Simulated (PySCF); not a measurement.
# C2H4F2 (Ethane, 1,1-difluoro-): the cost of one run

The runs use PySCF 2.14.0, with density-fitted response routines of our own; the level of theory stands in each step. All values are computed, except where a source is named. Atoms are numbered from 0 throughout.

### 1 Starting geometry

8 atoms, charge 0, multiplicity 1; geometry from: MMFF94s. The atoms were then displaced at random by about 0.03 Å, so the start is not that level's minimum.

Bonds of the start (Å): C0–C1 1.44, C1–F2 1.34, C1–F3 1.40, C0–H4 1.16, C0–H5 1.02, C0–H6 1.15, C1–H7 1.11.

### 2 Relaxing the molecule at PBE0-D3(BJ)/def2-SVP

The job: settings as JSON, then the geometry in Å.

```
{"job": {"xc": "PBE0", "basis": "def2-SVP", "d3": "d3bj", "grid": 1, "shake": 0.03, "kind": "geom"}, "charge": 0, "multiplicity": 1}
C     -0.699820    -0.230010     0.026850
C      0.700470     0.121650     0.065930
F      1.324850    -0.771980    -0.715560
F      1.061730     1.364810    -0.469400
H     -1.122750    -0.131320    -1.052480
H     -0.988400    -1.138990     0.393670
H     -1.295050     0.580950     0.590730
H      1.157190     0.119220     1.076560
```

Command:

```console
OMP_NUM_THREADS=1 python probes_run.py task.json out
```

One launch serves the whole session: the jobs run in the order shown.

**Question.** How long does this first job take on 1 thread of Arm Neoverse V1, shared host, and how much memory does it need?

About 12 s, with a peak of 0.31 GiB.
